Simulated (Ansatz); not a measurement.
What does this script print? It uses the Ansatz DFT code, driven from Python.

Script `composite.py`:
```python
"""Relax BH3S2 cheaply, then refine its energy."""

import itertools

import ansatz as az
from ase.data import atomic_numbers, covalent_radii
import numpy as np


def main() -> None:
    geometry_ang = [
        ("S", (-1.3983, -0.3477, -0.8553)),
        ("B", (0.2366, -0.3705, -0.0381)),
        ("S", (0.8331, 1.1164, 0.9235)),
        ("H", (-0.824, 0.2285, -2.0575)),
        ("H", (0.9084, -1.3458, -0.1457)),
        ("H", (0.2863, 0.655, 2.127)),
    ]
    mol = az.Crystal.molecule()
    for symbol, xyz in geometry_ang:
        mol = mol.atom(symbol, xyz)

    calc = (
        mol.calculation()
        .basis(gaussian="def2-SVP")
        .functional("b3lyp", dispersion="d4")
    )
    symbols = [site.symbol for site in mol.cartesian_sites]
    start = np.array([site.position_ang for site in mol.cartesian_sites], dtype=float)
    rep = calc.relax(force_tolerance=0.01, max_steps=100).run(threads=1, backend="cpu").report
    end = np.array(rep["positions_ang"])
    # pairs closer than 1.2 times the sum of covalent radii, before or after
    radius = [covalent_radii[atomic_numbers[s]] for s in symbols]
    span = lambda where, i, j: np.linalg.norm(where[i] - where[j])
    bonded = [(i, j) for i, j in itertools.combinations(range(len(symbols)), 2) if min(span(start, i, j), span(end, i, j)) < 1.2 * (radius[i] + radius[j])]
    print("pair        before    after (A)")
    for i, j in bonded:
        print(f"{symbols[i]}{i}-{symbols[j]}{j}".ljust(10), f"{span(start, i, j):8.4f} {span(end, i, j):8.4f}")

    minimum = az.Crystal.molecule()
    for symbol, place in zip(symbols, end):
        minimum = minimum.atom(symbol, place.tolist())
    at_minimum = minimum.calculation()
    # MP2 extrapolated to the basis limit, plus the small-basis difference CCSD(T) - MP2
    level = lambda method, basis: at_minimum.basis(gaussian=basis).correlation(method).run(threads=1, backend="cpu").report
    small, large, cluster = level("mp2", "cc-pVDZ"), level("mp2", "cc-pVTZ"), level("ccsd_t", "cc-pVDZ")
    corr = lambda each: (each["free_energy_ev"] - each["reference_energy_ev"]) / 27.211386246
    mp2_limit = (27 * corr(large) - 8 * corr(small)) / 19
    pieces = {"HF / cc-pVTZ": large["reference_energy_ev"] / 27.211386246, "MP2 correlation, DZ-TZ limit": mp2_limit, "CCSD(T) - MP2 / cc-pVDZ": corr(cluster) - corr(small)}
    for name, value in pieces.items():
        print(f"{name:32s} {value:14.6f} Ha")
    print(f"{'sum':32s} {sum(pieces.values()):14.6f} Ha")
    print("T1 diagnostic", round(cluster["correlation"]["coupled_cluster"]["t1_diagnostic"], 4))


if __name__ == "__main__":
    main()
```

Running `python composite.py` prints:
```text
pair        before    after (A)
S0-B1        1.8279   1.7946
S0-H3        1.4516   1.3559
B1-S2        1.8685   1.7988
B1-H4        1.1892   1.2002
S2-H5        1.4001   1.3526
HF / cc-pVTZ                        -821.591025 Ha
MP2 correlation, DZ-TZ limit          -0.501392 Ha
CCSD(T) - MP2 / cc-pVDZ               -0.055039 Ha
sum                                 -822.147456 Ha
T1 diagnostic 0.0146
```

Total energies depend on the basis set; only differences at equal settings carry meaning. The sum leaves out core correlation, relativity, the Hartree-Fock basis error and zero-point energy; a DZ-TZ extrapolation is rough. b3lyp holds the VWN-RPA fit, as in Gaussian; the form of ORCA and Turbomole is b3lyp5. Inner cores stay frozen, so this is valence correlation. For Al to Cl the sets with a tight d function, cc-pV(X+d)Z, are usual. An extrapolation from small basis sets is rough. Hardware and time: 42 s on 1 thread of Intel(R) Xeon(R) Platinum 8259CL CPU @ 2.50GHz (Skylake/Cascade Lake) (shared host), peak memory 0.3 GiB.
